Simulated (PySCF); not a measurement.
How methods differ on the ionisation energy of Al

Al [Ne] 3s2 3p1 (2P) → Al⁺ [Ne] 3s2 (1S), as a difference of total energies. Computed with PySCF 2.14 in pcseg-2 (5s4p2d1f, 34 functions), with no relativity, point nucleus. Correlated levels: valence: [Ne] frozen. The calculations carry no spin-orbit coupling.

```tsv
method	ionisation energy (eV)	error (eV)
UHF	5.557	-0.420
MN15	5.737	-0.240
B3LYP	6.017	+0.040
MP2 (valence)	5.684	-0.293
SCS-MP2 (valence)	5.665	-0.312
CCSD (valence)	5.714	-0.263
CCSD(T) (valence)	5.733	-0.244
```

Reference: 5.977 eV (measured; NIST levels, between the centres of gravity of the two terms).

Errors of the correlated levels include the incompleteness of this basis and the frozen core.
